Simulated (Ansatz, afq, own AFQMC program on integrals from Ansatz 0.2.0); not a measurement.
Where AFQMC and coupled cluster stand for GeH⁺, singlet

```xyz
2

Ge    0.0000    0.0000    0.0000
H     0.0000    0.0000    1.5886
```

Basis cc-pVTZ. Noble-gas cores (and the filled d shells of Ga–Kr and In–Xe) are frozen. AFQMC by an in-house program on the Cholesky factors that Ansatz 0.2.0 writes for its CCSD(T) run. ph-AFQMC/CISD is guided by a CISD state made of CCSD amplitudes; releasing the constraint for a short imaginary time cuts its bias at the price of noise, slowly where states lie close. Free AFQMC starts from the CCSD state and is never constrained. Its projection time is finite, and what remains of the start isn't in its error. ± is one standard error of the sampling. No spin–orbit coupling.

Determinant: RHF, the one that the program's search chose, which needn't be the lowest solution. The geometry is a PBE0/def2-TZVP stationary point of this or a neighbouring charge and spin state.

Full CI on the same integrals is exact in this basis and with this determinant's frozen core.

Cautions: no relativity below Rb; no spin-orbit coupling; inner d shell frozen; the released energies are still falling, so no released level is given (meV from the phaseless value at times in 1/Eh: -4 ± 3 at 0.24, -3.3 ± 2.4 at 0.51, -9 ± 3 at 0.99, -12 ± 3 at 1.62, -14 ± 3 at 2.40).

- T1 diagnostic: 0.0104
- weight of the determinant in the CISD state: 0.931
- size of the correlated space: 4 electrons in 43 orbitals

```tsv
level	correlation energy (eV)
MP2	-1.7710
CCSD	-2.3125
CCSD(T)	-2.3492
```

Q: Estimate where full CI lies against CCSD(T) on the same integrals.

A: 1.0 kJ/mol below CCSD(T).

Reference: full CI, correlation energy -2.359 eV.

```csv
level,E − E(reference) (kJ/mol),share of correlation (%)
CCSD(T),1.0,99.58
CCSDT,0.1,99.94
CCSDT(Q),0.0,99.99
ph-AFQMC/CISD,0.6 ± 0.3,99.75
free AFQMC,-0.4 ± 0.5,100.18
```

CCSDT and higher add their correlation energy to the determinant of the CCSD(T) run, since their own runs factorise the integrals more tightly (a shift of under 2 meV). Free projections are given only where their last times agree within the noise and don't stop above the reference; a slow remainder of the start can still hide under it. A walk keeps the symmetry of its determinant, which the program's search chose and which needn't be the lowest solution, so a lower state of the same spin and another symmetry isn't excluded.
